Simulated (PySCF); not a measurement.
## Dipole moment and polarisability of propargyl ethyl sulfide

Species: propargyl ethyl sulfide, C₅H₈S.
Geometry (GFN2-xTB, Å), atoms numbered from 1 in this order:
```
atom  x, y, z in Å
C1     2.6652    0.2204    0.7094
C2     1.9037   -0.4823    0.1088
C3     0.9297   -1.2474   -0.6203
S4    -0.1474   -0.1703   -1.6548
C5    -0.8346    0.9413   -0.3834
C6    -1.8832    0.2725    0.4854
H7     3.3618    0.7996    1.2379
H8     1.4135   -1.9183   -1.3312
H9     0.2943   -1.8235    0.0549
H10    0.0043    1.3125    0.2063
H11   -1.2677    1.7646   -0.9507
H12   -2.3285    1.0058    1.1552
H13   -2.6693   -0.1586   -0.1309
H14   -1.4425   -0.5166    1.0912
```

Level: CAM-B3LYP/def2-SVPD (PySCF), static field, nuclei fixed, core orbitals frozen in the response. The polarisability tensor in these axes (au):

```
x   89.22 -0.53  7.41
y   -0.53 72.43  6.02
z    7.41  6.02 76.02
```

Question: Give the principal values, the mean and the anisotropy Δα = √{½[(α1 − α2)² + (α2 − α3)² + (α1 − α3)²]}.

Answer: Principal values 66.78, 78.14 and 92.75 au; mean 79.22 au = 11.74 Å³ = 13.06 × 10⁻⁴⁰ C²·m²/J; Δα = 22.55 au (28 % of the mean).

Question: What is the dipole moment, and where does it point?

Answer: (-0.27, 0.08, 1.43) D, 1.46 D in size, pointing from the negative to the positive side. Measured along this direction, the outermost atoms are H8 and S4 at the negative end and H12 at the positive end.

Question: Find the Langevin capture rate constant for O2+ (31.990 u) meeting this molecule (100.035 u), k = 2.342 × 10⁻⁹ cm³/s × √(α in Å³ / reduced mass in u).

Answer: The reduced mass is 24.24 u, so k = 1.63 × 10⁻⁹ cm³/s. The formula leaves out the permanent dipole, which adds to the capture rate.

Question: Refractivity n − 1 of an ideal gas of it at 298.15 K and 1 atm, from the electronic α?

Answer: N = p/kT = 2.4615 × 10¹⁹ cm⁻³, so n − 1 = 2π × N × 11.74 × 10⁻²⁴ cm³ = 1816 × 10⁻⁶ at long wavelengths, for an ideal gas.

Question: Estimate the molar refractivity from the static electronic polarisability.

Answer: Lorentz–Lorenz: R = (4π/3)N_A α = 2.5225 cm³/(mol·Å³) × 11.74 Å³ = 29.6 cm³/mol, in the limit of long wavelengths.

Question: In a dilute gas of rigid molecules at 273 K, how does the orientational term μ²/3kT compare with the electronic polarisability?

Answer: In Gaussian units μ²/3kT = 18.86 Å³ against 11.74 Å³, a ratio of 1.61; the Debye molar polarisation (4π/3)N_A(α + μ²/3kT) is 77.2 cm³/mol, leaving out the vibrational part.

Question: Along which axes do the principal values lie, and how far do the nuclei extend along each?

Answer: Largest value along (0.89, 0.11, 0.43), where the nuclei span 6.09 Å; middle along (-0.38, 0.69, 0.62), 4.97 Å; least along (0.23, 0.72, -0.65), 3.02 Å. The response follows the extents in order.

Isolated species at its GFN2-xTB geometry (one conformer only).

These values come from a run that also computed excited states. Time: 40 s wall. Hardware: an Arm Neoverse V1 with one thread, no GPU, on a shared host.
